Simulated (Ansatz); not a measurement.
System: 1T (CdI2-type) ZrSe2. Method: PBEsol (PAW; Ansatz, a quantum-chemistry and plane-wave program).

Run with plane-wave cutoff 520 eV, 12×12×6 k mesh (along the axes of the cell as run), Fermi–Dirac smearing 0.01 eV, scalar-relativistic PAW data made under PBE.

Cell (relaxed at this level):

```
CELL_PARAMETERS angstrom
      1.86462    -3.22962     0.00000
      1.86462     3.22962     0.00000
      0.00000     0.00000     6.13651
ATOMIC_POSITIONS crystal
  Zr 0.00000 0.00000 0.00000
  Se 0.33333 0.66667 0.25875
  Se 0.66667 0.33333 0.74125
```

**Question.** Give the computed bulk modulus, band gap and smallest direct gap on the k points sampled.

**Answer.** 
* **bulk modulus**: 21.3 GPa
* **band gap**: 0.09 eV
* **smallest direct gap on the k points sampled**: 1.02 eV

Measured, for comparison: band gap 1.18 eV (temperature not stated, no zero-point or thermal correction, fundamental, indirect, our sources range from 0.90 to 1.20; as tabulated in Rybak et al. (2022), arXiv:2210.12074).

Note: the cell comes from a level without a dispersion term, which matters for the spacing of layers, chains or molecules; the bulk modulus comes from volumes at which shape and atoms were relaxed; the cell has widely spaced layers and the level no dispersion term, so their spacing and the moduli can rest on weak binding.

Spin–orbit coupling is not included; it can close the smallest gap of 0.09 eV.

Static lattice: no zero-point or thermal effects.

Computing time: very roughly 5 core-minutes.
